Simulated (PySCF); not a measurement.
**How the method changes the constants of MgB**

State: ²Π (doublet), unpaired electrons π ↑. Set-up: basis Mg 6-311G(d,p), B 6-311G(d,p); no relativity; PySCF 2.14. De refers to Mg + B in their high-spin ground configurations, without counterpoise correction. The functionals are run spin-unrestricted. A positive dipole means Mg(−)B(+). Levels whose curve was spin-contaminated or gave no clean fit are not listed.

| Level | Re (Å) | ωe (cm⁻¹) | De (eV) | μ (D) |
| --- | --- | --- | --- | --- |
| ROHF-MP2 | 2.479 | 262 | 0.220 | n/a |
| ROHF-SCS-MP2 | 2.518 | 229 | 0.143 | n/a |
| ROHF-CCSD | 2.464 | 286 | 0.215 | n/a |
| ROHF-CCSD(T) | 2.410 | 338 | 0.342 | n/a |
| PBE | 2.398 | 362 | 0.84 | -2.22 |

Correlated steps freeze 2 core orbitals. The bond is weak. Basis-set superposition, not corrected here, can be much of De in a small basis, most of all at correlated wavefunction levels. Functionals without a dispersion term scatter widely for such bonds, and LDA overbinds them. The state was picked by a PBE0 search and need not be the measured ground state.
